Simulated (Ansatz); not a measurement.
Relaxation of C₂HClS (5 atoms, charge 0, multiplicity 1), to a largest force component of 0.02 eV/Å in at most 50 steps.

These are results of Ansatz, RKS r2SCAN-D4/def2-SVP, not measurements.

```xyz
5
Properties=species:S:1:pos:R:3:forces:R:3
S -1.212 -1.670 1.460 2.67 3.22 -2.67
C -0.300 -0.492 0.438 -1.72 -7.27 3.63
C 0.378 0.322 -0.292 0.69 -0.22 0.18
Cl -0.305 1.364 -1.383 0.34 1.99 -3.06
H -0.682 0.522 0.321 -1.98 2.29 1.92
```

**Question.** Where does it end, and by what steps?

**Answer.** The run converged. After 11 steps the energy has fallen by 3.850 eV; H5 moved furthest, 1.04 Å. Parted: C2–H5.

```json
{"step": "0", "energy less start (eV)": "0.0000", "largest force component (eV/Å)": "7.271", "accepted": "yes"}
{"step": "1", "energy less start (eV)": "-1.2845", "largest force component (eV/Å)": "3.984", "accepted": "yes"}
{"step": "2", "energy less start (eV)": "-1.8385", "largest force component (eV/Å)": "1.583", "accepted": "yes"}
{"step": "3", "energy less start (eV)": "-2.1615", "largest force component (eV/Å)": "2.084", "accepted": "yes"}
{"step": "4", "energy less start (eV)": "-2.8262", "largest force component (eV/Å)": "1.871", "accepted": "yes"}
{"step": "5", "energy less start (eV)": "-3.3511", "largest force component (eV/Å)": "1.365", "accepted": "yes"}
{"step": "6", "energy less start (eV)": "-3.6526", "largest force component (eV/Å)": "1.070", "accepted": "yes"}
{"step": "7", "energy less start (eV)": "-3.7768", "largest force component (eV/Å)": "1.199", "accepted": "yes"}
{"step": "8", "energy less start (eV)": "-3.7791", "largest force component (eV/Å)": "0.683", "accepted": "yes"}
{"step": "9", "energy less start (eV)": "-3.7318", "largest force component (eV/Å)": "1.360", "accepted": "no"}
{"step": "10", "energy less start (eV)": "-3.8463", "largest force component (eV/Å)": "0.313", "accepted": "yes"}
{"step": "11", "energy less start (eV)": "-3.8498", "largest force component (eV/Å)": "0.020", "accepted": "yes"}
```

```xyz
5
Properties=species:S:1:pos:R:3
S -0.905 -2.111 0.982
C -0.592 -0.671 0.466
C -0.327 0.549 0.033
Cl 0.011 0.865 -1.641
H -0.308 1.413 0.704
```

Run time: 78 s on 1 thread of Arm Neoverse N1, on a shared host, peak memory 0.14 GiB.
